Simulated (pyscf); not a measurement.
Structures and frequencies: ωB97X-D3(BJ)/def2-SVP in PySCF.

For the elementary gas-phase step •H₂C–CH₂–CH(F)–F (SMILES [CH2]CC(F)F) → F–CH•–F (SMILES F[CH]F) + H₂C=CH₂ (SMILES C=C) (doublet surface; C–C broken, none formed), what barrier and reaction energy does ωB97M-D3(BJ)/def2-TZVP give, measured from the reactant's lowest minimum found?

ΔE‡ = 1.54 eV, ΔE = +1.37 eV. Zero-point energy shifts the barrier by -0.08 eV. It is a bond scission, with an imaginary mode of 362i cm⁻¹. One saddle was located; it need not be the lowest between these sides.
